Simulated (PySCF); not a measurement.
# Broadened absorption spectrum of 2-propynal

2-propynal, C3H2O.
InChI=1S/C3H2O/c1-2-3-4/h1,3H

Method used: TDDFT CAM-B3LYP/aug-cc-pVTZ, vertical, gas phase, core orbitals frozen in the response in PySCF. Isolated species at its PBE0-D3(BJ)/def2-TZVP geometry, gas phase.

Computed states:

```tsv
state	E (eV)	f
S1	3.89	0.0003
S2	4.97	0.0000
S3	5.85	0.106
S4	6.91	0.0002
S5	7.19	0.0067
S6	7.90	0.087
S7	7.93	0.011
S8	8.02	0.048
S9	8.30	0.093
S10	8.32	0.296
```

Each state is given a Gaussian of 0.4 eV full width at half maximum, with ε(max) = 2.175×10⁸ f / Δν̃ (Δν̃ the width in cm⁻¹). The width is an assumption, not a result. The curve ends short of the highest state used, and states not computed would add to its high-energy end.

Problem. Give the broadened spectrum and its maxima.

Solution. 
E (eV), ε (L mol⁻¹ cm⁻¹) and a bar:
```
     3.29          0 
     3.48          1 
     3.68         10 
     3.87         21 
     4.06         13 
     4.25          2 
     4.45          0 
     4.64          0 
     4.83          0 
     5.02          0 
     5.22          7 
     5.41        243 #
     5.60       2382 ##########
     5.80       6827 ##############################
     5.99       5140 #######################
     6.18       1108 #####
     6.37         68 
     6.57          3 
     6.76         27 
     6.95        179 #
     7.14        441 ##
     7.34        337 #
     7.53        699 ###
     7.72       4429 ###################
```

Maxima: 319 nm (3.89 eV), ε about 21, made up of S1 (100%); 212 nm (5.85 eV), ε about 7200, made up of S3 (100%); 172 nm (7.19 eV), ε about 460, made up of S5 (99%) (ε in L mol⁻¹ cm⁻¹; maxima over ε = 5, shares over 10%). At its high-energy end, 7.72 eV, the curve is still rising (ε about 4400, from S6 and S8).

Problem. Coming from long wavelengths, where does ε first pass 100 L mol⁻¹ cm⁻¹?

Solution. At about 231 nm (5.36 eV), 1.47 eV above S1.

Problem. On this curve, what absorbance would a 10⁻⁴ mol/L sample give at 222 nm over a 1 cm path?

Solution. 222 nm is 5.585 eV, where ε is about 2100 L mol⁻¹ cm⁻¹, so A = ε c l ≈ 0.21 (Beer–Lambert, with the gas-phase spectrum and the assumed width).

Problem. What would ε be at 5.85 eV, the highest of these maxima, with half the width (0.2 eV)?

Solution. About 14300 L mol⁻¹ cm⁻¹ against 7150, a factor of about 2.00; a lone state at its own centre would give exactly 2.
